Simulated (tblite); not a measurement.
# ClH4O2: the cost of one run

Programs: tblite 0.8.0 and PySCF 2.14.0. All values are calculated, for the isolated system unless a continuum is named. Atoms count from 0, parts from 1.

### Step 1. The system as given

7 atoms, charge -1, multiplicity 1; geometry: rigid parts in contact. Parts: 1 = atom 0, `[Cl-]`, charge -1; 2 = atoms 1–3, `O`, charge 0; 3 = atoms 4–6, `O`, charge 0.

### Step 2. Search for minima with GFN2-xTB

What the job is given:

```
{"job": {"kind": "dock", "xc": "GFN2-xTB", "basis": "xTB"}, "charge": -1, "multiplicity": 1, "parts": [{"atoms": "0-0", "charge": -1, "multiplicity": 1}, {"atoms": "1-3", "charge": 0, "multiplicity": 1}, {"atoms": "4-6", "charge": 0, "multiplicity": 1}]}
Cl    -0.039538     0.217049    -0.014843
O     -2.842504     0.440664    -1.019432
H     -1.926565     0.545184    -0.649707
H     -2.851663    -0.450679    -1.372714
O     -5.135266     0.819471     0.377713
H     -4.245327     0.627720     0.013284
H     -5.371601     1.666467    -0.002738
```

With the program's defaults for keys left out, this is: GFN2-xTB search for minima from random contacts, gas phase.

Launch:

```
OMP_NUM_THREADS=1 python cluster_run.py task.json out
```

This one command runs all jobs of the session in turn.

**Question.** How long does this first job take on 1 thread of Arm Neoverse V1, shared host?

About 3.8 s.
